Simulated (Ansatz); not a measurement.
Calculated with Ansatz (gas phase, PBE0-D4/def2-TZVP geometries, no zero-point term in ΔE). CBS: MP2 limit from def2 TZ/QZ plus the TZ coupled-cluster correction, frozen cores. This one scheme is used for every species.

Consider the substitution at a C–F bond: `FC1CCO1` + HCl → `ClC1CCO1` + H–F.

| level | ΔE (kJ/mol) |
| --- | --- |
| HF/def2-TZVPP | 25.7 |
| MP2/def2-TZVPP | -4.5 |

Question: What does CCSD(T)/CBS give? (An estimate is asked.)

Answer: Computed: -0.3 kJ/mol. The listed levels differ from it by 26.0, -4.2 kJ/mol.

Largest T1 diagnostic among the species: 0.012.

The D4 term adds −6.7 kJ/mol with B3LYP and −3.5 kJ/mol with PBE0; it sums over pairs of atoms, weighted by their polarisabilities, and B3LYP, whose exchange is more repulsive, gets the larger term. Leaving LDA and LC-ωPBE aside and taking each functional with its dispersion term where it has one, the values, not all of them listed here, spread over 17.5 kJ/mol, from revPBE-D4 to CAM-B3LYP-D4. In def2-TZVPP, CCSD(T) changes the Hartree–Fock value by −19.7 kJ/mol (the triples alone add −3.8 kJ/mol) and MP2 by −30.2 kJ/mol.

B3LYP here is the variant with VWN-RPA as its local correlation; programs differ in this.
